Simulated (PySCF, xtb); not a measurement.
HO, SMILES [OH-], charge -1.

GFN2-xTB run with xtb at its own geometry gives an orbital gap of 13.23 eV.

Geometry optimised at PBE0-D3(BJ)/def2-TZVPD.

Task: What does PBE/def2-TZVPD (PySCF) give? (Estimate from the structure and the level; the computed values follow.)

Result: gap 3.10 eV (levels 2.11 and 5.21 eV).
